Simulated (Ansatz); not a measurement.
Geometry optimisation, RKS BLYP/def2-SVP (Ansatz).

input.yaml

```yaml
crystal:
  periodic: [false, false, false]
  atoms:
    - { symbol: Al, position_ang: [0.0, 0.0, 0.0] }
    - { symbol: O, position_ang: [0.0, 0.0, 1.78] }
    - { symbol: H, position_ang: [-0.9095, -0.2814, 2.1171] }
    - { symbol: H, position_ang: [1.351, 0.0, -0.78] }
    - { symbol: C, position_ang: [-1.706, 0.0, -0.985] }
    - { symbol: H, position_ang: [-2.2662, -0.9305, -0.7558] }
    - { symbol: H, position_ang: [-2.3102, 0.8797, -0.6796] }
    - { symbol: H, position_ang: [-1.5043, 0.0508, -2.0753] }
basis:
  gaussian: { orbitals: def2-SVP }
hamiltonian:
  xc: blyp
relax:
  f_tol: 0.02
  max_steps: 40
```

Run as:

```bash
$ ansatz run input.yaml --threads 1 --pin off --max-ram 2048MiB --backend cpu --events-out ev --progress --plain --runs-dir out
```

Q: Where does it end, and by what steps?

A: It converged. After 6 steps the energy has fallen by 0.143 eV; H3 moved furthest, 0.26 Å.

```
step  energy less start (eV)  largest force component (eV/Å)  accepted
   0                  0.0000                           1.305       yes
   1                  0.0240                           2.693        no
   2                 -0.1047                           0.849       yes
   3                 -0.1272                           0.792       yes
   4                 -0.1420                           0.073       yes
   5                 -0.1427                           0.117       yes
   6                 -0.1433                           0.010       yes
```

```xyz
8
Properties=species:S:1:pos:R:3
Al -0.038 -0.026 -0.008
O 0.014 -0.122 1.715
H -0.761 -0.172 2.300
H 1.412 0.043 -0.657
C -1.727 -0.004 -1.026
H -2.332 -0.918 -0.839
H -2.366 0.861 -0.744
H -1.547 0.057 -2.120
```

Run time: 16 s on 1 thread of Arm Neoverse V1, with other jobs on the host, peak memory 0.13 GiB.
